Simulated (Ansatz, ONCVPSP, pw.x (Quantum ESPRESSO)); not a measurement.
**silicon: one change to the ONCV potential, in the atom and in the diamond crystal**

Si, optimised norm-conserving Vanderbilt (ONCV), made with ONCVPSP 4.0.1.1 (patched build) (PBE, scalar-relativistic). Core [Ne], reference 3s2 3p2. Waves: 3s: rc 1.50 bohr, ncon 4, nbas 9, qcut 4.2 1/bohr, 1 projector; 3p: rc 2.30 bohr, ncon 4, nbas 9, qcut 3 1/bohr, 1 projector; d scattering state at 0.37 Ha: rc 2.50 bohr, ncon 3, nbas 6, qcut 3.7 1/bohr, 3 projectors, debl 1.3 Ha. Local part: polynomial inside 1.50 bohr (lpopt 4, dvloc0 4 Ha). Core correction: polynomial model core, fcfact 0.4.

Change: reference 3s2 3p1.

Cutoffs, loose and tight: the cutoffs (Ha) at which the residual kinetic energy of the hardest occupied pseudo-wave falls to 1 and 0.1 mHa per electron. They do not see the model core or the augmentation charge, which bear on the density cutoff. Test errors are all-electron minus pseudo excitation energies from the reference, over the configurations 3s2 3p1; 3s2 3p0; 3s1 3p0; 3s0 3p4; variants that change the core or the reference have their own tests.

Crystal test: diamond Si in pw.x 7.5, no spin, 8³ k-points, Fermi–Dirac smearing 0.01 Ry, cutoffs set for each file from its atomic test. The reference is all-electron LAPW (Ansatz 0.2.0) with the same functional, mesh and smearing; V0 and B0 come from Birch–Murnaghan fits to the pressures at five volumes. Errors are pseudo minus all-electron; Δ is the rms difference of the E(V) curves that follow from these fits, minima aligned, over ±6 % about the mean V0. Mesh and smearing are coarse, so the numbers serve the comparison and aren't converged zero-temperature values; the lattice is a test structure that the element need not adopt.

All-electron: a0 = 5.469 Å (V0 = 20.45 Å³/atom), B0 = 88.5 GPa.

Task: Does the change bring the crystal closer to the all-electron result?

Result: The mean pressure error goes from -1.59 to -2.00 GPa, so the change moves the solid further from the all-electron pressures.

```tsv
quantity	base	changed
outcome (atom)	generated	generated, projector energies reset by the program
cutoff, loose (atom)	7.6 Ha	7.8 Ha
cutoff, tight (atom)	14 Ha	14 Ha
bound ghosts (atom)	none	none
largest test error (meV) (atom)	+49	+39
cutoffs in pw.x (Ry)	50/200	50/200
a0 (Å)	5.436	5.428
a0 error (%)	-0.61	-0.76
B0 error (%)	+1.6	+2.7
Δ (meV/atom)	7.2	9.1
mean pressure error (GPa)	-1.59	-2.00
```

Base: The largest radius (2.50 bohr) exceeds half the bond length (2.24 bohr), so the spheres overlap, which is one possible source of error among others. This is a poor potential for the solid. The cutoffs count occupied waves only; projector 2 of the d channel, the hardest unoccupied one, needs 22 Ha at the loose tolerance. Changed file: The largest radius (2.50 bohr) exceeds half the bond length (2.24 bohr), so the spheres overlap, which is one possible source of error among others. This is a poor potential for the solid. The cutoffs count occupied waves only; projector 2 of the d channel, the hardest unoccupied one, needs 22 Ha at the loose tolerance.
